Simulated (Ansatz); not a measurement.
Input file for Ansatz (a quantum-chemistry and plane-wave program): R-PBE/def2-TZVPP on formamide (SMILES NC=O), atoms moved off the minimum.

Ansatz 0.2 input:
```yaml
crystal:
  periodic: [false, false, false]
  atoms:
    - {symbol: N, position_ang: [-0.99674910, 0.20668807, 0.07504476]}
    - {symbol: C, position_ang: [0.27184908, 0.25474770, -0.08048650]}
    - {symbol: O, position_ang: [1.02512105, -0.59610928, -0.10188841]}
    - {symbol: H, position_ang: [-1.45563653, -0.72059822, 0.20380306]}
    - {symbol: H, position_ang: [-1.64875289, 0.92889675, 0.13636459]}
    - {symbol: H, position_ang: [0.52313347, 1.36843249, -0.09073688]}
basis:
  gaussian:
    orbitals: def2-TZVPP
hamiltonian:
  xc: {name: PBE}
scf: {lower_state_search: off}
output: {forces: true}
```

**Question.** What total energy does the run end on?

**Answer.** -169.7545 hartree.
